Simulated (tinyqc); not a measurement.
Inside a calculation. Method: coupled-perturbed Hartree-Fock on RHF in the sto-3g basis, for LiH, spin multiplicity 1. One step of it, computed by the program tinyqc.

Question. Coupled step 1. U_ai = -(mu_ai + sum_bj [4 (ai|bj) - (ab|ij) - (aj|bi)] U_bj) / (e_a - e_i); alpha = -4 sum U_ai mu_ai.

uncoupled U, order a3, a4, a5, a6:
$$\begin{pmatrix}
0.000000 & 0.000000 \\
-0.082110 & -2.175546 \\
-0.001501 & -0.039765 \\
0.000000 & 0.000000
\end{pmatrix}$$

dipole integrals <a|y|i> (bohr), order a3, a4, a5, a6:
$$\begin{pmatrix}
0.000000 & 0.000000 \\
0.206330 & 0.976173 \\
0.003771 & 0.017843 \\
0.000000 & 0.000000
\end{pmatrix}$$

orbital energies (hartree): MO1 -2.348903, MO2 -0.284759, MO3 0.078163, MO4 0.163944, MO5 0.163944, MO6 0.546030

Two-electron integrals over orbitals (pq|rs), unique and non-zero (hartree):
```
(11|11) 1.658584    (21|11) -0.111436   (21|21) 0.013268    (22|11) 0.365974
(22|21) 0.006153    (22|22) 0.486895    (31|11) -0.138625   (31|21) 0.011199
(31|22) -0.015799   (31|31) 0.021670    (32|11) 0.013578    (32|21) -0.003333
(32|22) -0.048681   (32|31) 0.000173    (32|32) 0.013125    (33|11) 0.395609
(33|21) -0.011000   (33|22) 0.223439    (33|31) 0.001814    (33|32) 0.007563
(33|33) 0.337818    (41|41) 0.009818    (42|41) 0.007484    (42|42) 0.023390
(43|41) 0.010259    (43|42) 0.019282    (43|43) 0.041275    (44|11) 0.396320
(44|21) -0.004343   (44|22) 0.269876    (44|31) -0.004977   (44|32) 0.005833
(44|33) 0.281976    (44|44) 0.312946    (51|51) 0.009818    (52|51) 0.007484
(52|52) 0.023390    (53|51) 0.010259    (53|52) 0.019282    (53|53) 0.041275
(54|54) 0.016869    (55|11) 0.396320    (55|21) -0.004343   (55|22) 0.269876
(55|31) -0.004977   (55|32) 0.005833    (55|33) 0.281976    (55|44) 0.279207
(55|55) 0.312946    (61|11) 0.053524    (61|21) -0.008939   (61|22) -0.006876
(61|31) -0.002412   (61|32) 0.001712    (61|33) 0.010485    (61|44) 0.000612
(61|55) 0.000612    (61|61) 0.008618    (62|11) -0.042188   (62|21) 0.004635
(62|22) 0.126488    (62|31) 0.000628    (62|32) -0.034673   (62|33) -0.012572
(62|44) -0.016597   (62|55) -0.016597   (62|61) 0.000110    (62|62) 0.123992
(63|11) 0.017691    (63|21) -0.003636   (63|22) -0.051399   (63|31) 0.004389
(63|32) 0.009470    (63|33) 0.035977    (63|44) 0.002291    (63|55) 0.002291
(63|61) 0.004310    (63|62) -0.031960   (63|63) 0.026463    (64|41) -0.006117
(64|42) -0.019574   (64|43) -0.013712   (64|64) 0.019732    (65|51) -0.006117
(65|52) -0.019574   (65|53) -0.013712   (65|65) 0.019732    (66|11) 0.361715
(66|21) 0.003218    (66|22) 0.453605    (66|31) -0.011335   (66|32) -0.043425
(66|33) 0.241397    (66|44) 0.268048    (66|55) 0.268048    (66|61) -0.003116
(66|62) 0.133816    (66|63) -0.044106   (66|66) 0.453576
```

Give: U after step 1; polarisability.

Answer.

U after step 1, order a3, a4, a5, a6:
$$\begin{pmatrix}
0.0000 & 0.0000 \\
-0.0709 & -3.1389 \\
-0.0013 & -0.0574 \\
0.0000 & 0.0000
\end{pmatrix}$$

polarisability = 12.3192 bohr^3
